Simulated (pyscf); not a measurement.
Optimised with ωB97X-D3(BJ)/def2-SVP in PySCF.

Problem. Estimate by transition-state theory the rate constant of GeH₃• + H₃Si–SiH₃ → H₃Si–GeH₃ + SiH₃• (doublet surface; Si–Si broken, Ge–Si formed) at 298 K, with ωB97M-D3(BJ)/def2-TZVP energies (ideal gas, 1 atm, RRHO with modes under 100 cm⁻¹ raised to 100, one conformer, R ln 2 for rigid chiral ones; no tunnelling).

Solution. The electronic barrier is 11.4 kcal/mol and the thermal terms add +9.3, so ΔG‡ = 20.7 kcal/mol. With k_BT/h = 6.21e+12 s⁻¹ and RT = 0.592 kcal/mol, and a volume of 4.06e-20 cm³ per molecule at 1 atm, k = 1.6e-22 cm³ molecule⁻¹ s⁻¹. Wigner's tunnelling factor for 473i cm⁻¹ would be 1.22. A shift of 1 kcal/mol in the barrier changes k by a factor 5.4. This is the saddle that the search found; another between the same sides may lie lower. The angle at the attacked Si is 180°. Elements up to Kr have no core potential and no relativistic terms here.
